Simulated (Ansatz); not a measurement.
# CHOSi: the cost of one run

The runs use Ansatz 0.2.0, Gaussian basis; def2-QZVPP, core rule «outside noble gas», up to 7 orbitals frozen.

To be run: UHF; ROHF; CCSD(T) on UHF.

2 further runs of the same task are left out: 2 set aside as unsound or not needed.

## Step 1: The system

The geometry is a PBE0/def2-TZVP stationary point (not a proven minimum).

4 atoms, charge 0, spin multiplicity 2.

Atoms are counted from 1 here; the program's logs count them from 0.

Bond lengths: O1–C2 1.331 Å, O1–Si3 1.857 Å, C2–Si3 1.748 Å, C2–H4 1.085 Å. Angles: C2–O1–Si3 64.0°, O1–C2–Si3 72.8°, O1–C2–H4 121.1°, Si3–C2–H4 166.2°, O1–Si3–C2 43.2°.

Coordinates:

```xyz
4

O     0.0000   -0.6689    0.8423
C     0.0000    0.6605    0.7702
Si    0.0000    0.0530   -0.8690
H     0.0000    1.2700    1.6680
```

## Step 2: UHF

The input, in.yaml:

```yaml
crystal:
  periodic: [false, false, false]
  atoms:
    - {symbol: O, position_ang: [0.000000, -0.668907, 0.842254]}
    - {symbol: C, position_ang: [0.000000, 0.660489, 0.770206]}
    - {symbol: Si, position_ang: [0.000000, 0.053019, -0.869044]}
    - {symbol: H, position_ang: [0.000000, 1.270023, 1.668016]}
basis:
  gaussian: {orbitals: "def2-QZVPP.json"}
magnetization: {spin_polarized: true, initial_magnetization: 1}
hamiltonian: {xc: hf}
output: {orbitals: {seedname: orbitals}}
```

On the command line:

```bash
ansatz run in.yaml --threads 1 --pin off --events-out ev --progress --plain --max-ram 2393MiB
```

**Question.** How long does this run take on 1 thread of AMD EPYC 9R45, shared host, and how much memory does it need?

About 6.5 s, with a peak of 0.53 GiB.
